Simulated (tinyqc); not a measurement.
CCD on RHF in the sto-3g basis, for OH-, spin multiplicity 1, step by step. The basis has no diffuse functions, so it cannot describe the extra electron: this is an exercise in the method, not the real anion. One step of it, computed by the program tinyqc.

Question. CCD: starting amplitudes. t_ij^ab = <ij||ab> / (e_i + e_j - e_a - e_b), whose energy is MP2.

orbital energies (hartree): [-19.487125, -0.582141, 0.082070, 0.194301, 0.194301, 0.996914]

Two-electron integrals over orbitals (pq|rs), unique and non-zero (hartree):
```
(11|11) 4.747507    (21|11) -0.451330   (21|21) 0.067302    (22|11) 1.056618
(22|21) -0.018744   (22|22) 0.741779    (31|11) 0.142029    (31|21) -0.021131
(31|22) 0.007197    (31|31) 0.013443    (32|11) -0.175665   (32|21) 0.006173
(32|22) -0.066402   (32|31) 0.009272    (32|32) 0.118133    (33|11) 0.674180
(33|21) -0.005594   (33|22) 0.561853    (33|31) -0.000399   (33|32) 0.023540
(33|33) 0.615505    (41|41) 0.025945    (42|41) 0.034504    (42|42) 0.159682
(43|41) -0.009958   (43|42) -0.040483   (43|43) 0.028444    (44|11) 1.115354
(44|21) -0.013181   (44|22) 0.772328    (44|31) 0.004181    (44|32) -0.096517
(44|33) 0.541955    (44|44) 0.880159    (51|51) 0.025945    (52|51) 0.034504
(52|52) 0.159682    (53|51) -0.009958   (53|52) -0.040483   (53|53) 0.028444
(54|54) 0.047444    (55|11) 1.115354    (55|21) -0.013181   (55|22) 0.772328
(55|31) 0.004181    (55|32) -0.096517   (55|33) 0.541955    (55|44) 0.785270
(55|55) 0.880159    (61|11) -0.109746   (61|21) 0.016698    (61|22) -0.002678
(61|31) 0.006748    (61|32) 0.020656    (61|33) -0.004855   (61|44) -0.003118
(61|55) -0.003118   (61|61) 0.025295    (62|11) 0.146344    (62|21) -0.004201
(62|22) 0.076921    (62|31) 0.016007    (62|32) 0.053403    (62|33) 0.001086
(62|44) 0.080915    (62|55) 0.080915    (62|61) 0.023853    (62|62) 0.111633
(63|11) 0.308648    (63|21) -0.004696   (63|22) 0.158064    (63|31) -0.002431
(63|32) -0.107364   (63|33) -0.013660   (63|44) 0.180442    (63|55) 0.180442
(63|61) -0.008572   (63|62) 0.019288    (63|63) 0.184559    (64|41) 0.007346
(64|42) 0.030001    (64|43) 0.014690    (64|64) 0.037973    (65|51) 0.007346
(65|52) 0.030001    (65|53) 0.014690    (65|65) 0.037973    (66|11) 0.943276
(66|21) -0.011612   (66|22) 0.675140    (66|31) 0.010194    (66|32) 0.002209
(66|33) 0.609158    (66|44) 0.669787    (66|55) 0.669787    (66|61) 0.008534
(66|62) 0.077171    (66|63) 0.077790    (66|66) 0.707039
```

Give: Starting amplitudes; correlation energy.

Answer.

Starting amplitudes (spin orbitals 1a, 1b, ...; amplitudes related by a flip of all spins are not repeated):
```
from      to         t
3a 3b  6a 6b   -0.1009
2a 2b  6a 6b   -0.0353
5a 5b  6a 6b   -0.0237
4a 4b  6a 6b   -0.0237
2a 3b  6a 6b   -0.0077
1a 2b  6a 6b   -0.0011
1a 1b  6a 6b   -0.0006
1a 3b  6a 6b  4.01e-04
```

correlation energy = -0.024731 hartree
